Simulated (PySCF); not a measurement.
# Removing an electron from methylaminoethane

Compound: methylaminoethane, C3H9N.
Structure used (PBE0-D3(BJ)/def2-SVP), in Å, numbered top down from 1:
```
atom  x, y, z in Å
C1    -1.8618    0.0247    0.1004
C2    -0.4476   -0.4381   -0.1908
N3     0.5193    0.5822    0.1343
C4     1.8855    0.2055   -0.1180
H5    -2.0801    0.9567   -0.4422
H6    -2.5995   -0.7362   -0.1944
H7    -2.0016    0.2216    1.1764
H8    -0.2546   -1.4022    0.3367
H9    -0.3499   -0.6681   -1.2675
H10    0.4051    0.8684    1.1041
H11    2.5658    1.0149    0.1875
H12    2.0367    0.0455   -1.1988
H13    2.2133   -0.7271    0.3946
```

Level: CAM-B3LYP/def2-SVPD (PySCF). Frontier orbitals with their largest atomic shares (Löwdin; up to four atoms above 4 %):

```json
{"orbital": "HOMO−3", "ε (eV)": "-11.50", "main atoms": "C1 20 %, C2 16 %, N3 13 %, C4 12 %"}
{"orbital": "HOMO−2", "ε (eV)": "-11.38", "main atoms": "C1 25 %, C2 23 %, C4 18 %, N3 10 %"}
{"orbital": "HOMO−1", "ε (eV)": "-11.05", "main atoms": "C2 23 %, C1 23 %, H9 12 %, H7 11 %"}
{"orbital": "HOMO", "ε (eV)": "-7.79", "main atoms": "?"}
{"orbital": "LUMO", "ε (eV)": "1.46", "main atoms": "C4 20 %, C1 16 %, C2 14 %, H10 8 %"}
{"orbital": "LUMO+1", "ε (eV)": "1.92", "main atoms": "C1 20 %, C4 19 %, H6 9 %, H11 9 %"}
{"orbital": "LUMO+2", "ε (eV)": "2.38", "main atoms": "H10 20 %, H9 19 %, H8 12 %, C2 11 %"}
```

Task: What vertical ionisation energy does ΔSCF give, and how far is −ε(HOMO) from it?

Result: ΔSCF: 8.75 eV (844 kJ/mol; threshold wavelength 142 nm); ⟨S²⟩ of the doublet left behind is 0.755, against 0.75 for a pure doublet. −ε(HOMO) is 7.79 eV, 0.96 eV below it. For the exact functional −ε(HOMO) would equal the first vertical ionisation energy; CAM-B3LYP (range-separated hybrid) falls short of its own ΔSCF value by 11 %.

Task: On which atoms does the HOMO lie?

Result: N3 (secondary amine nitrogen) 59 %, C2 (sp3 carbon bound to nitrogen) 10 %, C4 (N-methyl carbon) 10 %, H8 (methylene hydrogen) 6 %, so more than half of it is on one atom. The HOMO−1 lies 3.26 eV lower.

Task: What total energies stand behind the ΔSCF value?

Result: E(N) = -174.26260 Eh and E(N − 1) = -173.94103 Eh at the same geometry, 0.32157 Eh apart.

Task: Shift the occupied levels rigidly so that −ε(HOMO) equals the ΔSCF value. What binding energies result?

Result: The shift is +0.96 eV: HOMO 8.75, HOMO−1 12.01, HOMO−2 12.34, HOMO−3 12.46 eV. A rigid shift is only a rough guide to the deeper ionisations.

Task: How many of the 10 lowest singlet excitations (vertical TDDFT, same level) lie below the ionisation energy?

Result: 6; they run from 6.01 to 9.34 eV.

One conformer (not necessarily the lowest) at the PBE0-D3(BJ)/def2-SVP geometry, without solvent, vibrations or thermal averaging.
